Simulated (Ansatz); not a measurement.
Ansatz (a program for electronic structure) input (CCSD(T)/cc-pwCVTZ): A basis named .json is the Basis Set Exchange file of that set (core-valence sets with the plain set on hydrogen).

Ansatz 0.2 input:
```yaml
crystal:
  periodic: [false, false, false]
  atoms:
    - {symbol: C, position_ang: [-0.01056978, 0.49778310, 0.42770843]}
    - {symbol: F, position_ang: [0.01210757, -0.48553006, -0.48251610]}
    - {symbol: H, position_ang: [-0.98026178, 0.69384468, 0.86184822]}
    - {symbol: H, position_ang: [0.93471233, 0.68922727, 0.91454611]}
basis:
  gaussian:
    orbitals: cc-pwCVTZ.json
magnetization: {spin_polarized: true, initial_magnetization: 1}
correlation: {method: ccsd_t, frozen_orbitals: {C: 0, F: 0, H: 0}}
```

Output:

```
Functional definition: HF
integrals: 0.26 GiB planned
672 factors; integrals over basis functions are off by at most 7.7e-4 eV
mean field: 0.22 GiB planned
mean field evaluation 1: about -3766.8012 eV, gradient 1.4e1 eV
mean field evaluation 2: about -3766.8034 eV, gradient 1.4e1 eV
mean field evaluation 4: about -3767.6785 eV, gradient 2.5e0 eV
mean field evaluation 8: about -3767.7259 eV, gradient 1.1e-1 eV
mean field evaluation 16: about -3767.7132 eV, gradient 7.5e-1 eV
mean field -3767.72612179 eV, -138.4613811192 hartree, gradient 1.4e-6 eV, S^2 0.761430; 0 other end points of the search recorded, 0 dependent functions left out
reference -3767.72612179 eV, -138.4613811192 hartree; 9, 8 occupied and 105, 106 virtual orbitals, 672 factors
second order -13.78634454 eV of doubles, -0.00000000 eV of singles
coupled cluster: 0.74 GiB planned
cycle   1  -13.94832120 eV  change   -1.6e-1 eV  update   6.6e-2
cycle   2  -14.21368344 eV  change   -2.7e-1 eV  update   2.0e-2
cycle   3  -14.28202911 eV  change   -6.8e-2 eV  update   1.3e-2
cycle   4  -14.27277337 eV  change    9.3e-3 eV  update   4.5e-3
cycle   5  -14.27454386 eV  change   -1.8e-3 eV  update   2.1e-3
cycle   6  -14.27524042 eV  change   -7.0e-4 eV  update   5.8e-4
cycle   7  -14.27503259 eV  change    2.1e-4 eV  update   2.0e-4
cycle   8  -14.27503557 eV  change   -3.0e-6 eV  update   8.8e-5
cycle   9  -14.27503779 eV  change   -2.2e-6 eV  update   2.6e-5
cycle  10  -14.27502673 eV  change    1.1e-5 eV  update   1.0e-5
perturbative correction -0.37311469 eV, -0.0137117118 hartree
Total energy: -3782.37426320 eV, -138.9996903873 hartree
```
